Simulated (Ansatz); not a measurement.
What does this script print? It uses Ansatz 0.2.0 through its Python package.

Script `relaxed_scan.py`:
```python
import ansatz
import numpy as np

BASIS_SET = 'def2-SVP'
XC = 'pbe'
DISPERSION = 'd4'


def main() -> None:
    geometry = (
        ansatz.Crystal.molecule()
        .atom('O', (-0.2743, 1.2727, -0.7366))
        .atom('Mg', (0.2907, -0.4406, -0.0111))
        .atom('Cl', (0.9937, -2.5188, 0.852))
        .atom('H', (-0.9545, 1.6264, -0.1247))
    )

    setup = geometry.calculation().basis(gaussian=BASIS_SET).functional(XC, dispersion=DISPERSION)
    symbols = [site.symbol for site in geometry.cartesian_sites]
    pairs = [(0, 1), (0, 3), (1, 2)]
    print('held (A)   E (eV)        ', '  '.join(f'{symbols[i]}{i}-{symbols[j]}{j}' for i, j in pairs))
    for length in [2.17, 2.36, 2.55, 2.83, 3.18]:
        rep = setup.relax(constraints=[ansatz.DistanceConstraint((1, 2), at=length)], force_tolerance=0.02, max_steps=60).run(threads=1).report
        xyz = np.array(rep['positions_ang'])
        print(f'{length:6.2f} {rep["free_energy_ev"]:14.5f}  ', '  '.join(f'{np.linalg.norm(xyz[i] - xyz[j]):.3f}' for i, j in pairs))


if __name__ == '__main__':
    main()
```

`python relaxed_scan.py` gives:
```text
held (A)   E (eV)         O0-Mg1  O0-H3  Mg1-Cl2
DeckWarning: relax.constraints: the input's atoms, or those drawn, lie off the distances that are held; a relaxation that starts there is brought onto them ahead of its first SCF, by positions alone, an atom by 9.38e-2 Å at the most. With the symmetry [...]
  2.17   -20015.41363   1.787  0.964  2.170
  2.36   -20015.30305   1.789  0.965  2.360
  2.55   -20014.93879   1.792  0.966  2.550
  2.83   -20014.24701   1.792  0.967  2.830
  3.18   -20013.38205   1.794  0.968  3.180
```
(Warnings from the package without file and line, shortened, repeats left out.)

Caveats:
- Total energies depend on the basis set; only differences at equal settings carry meaning.
- The energies are electronic: no zero-point or thermal terms, and the basis set is short of its limit.
- The whole script took 54 s on 1 thread of Arm Neoverse V2, with other jobs on the host, peak memory 0.2 GiB.

(Lines on the test bed's own set-up are left out of the output.)
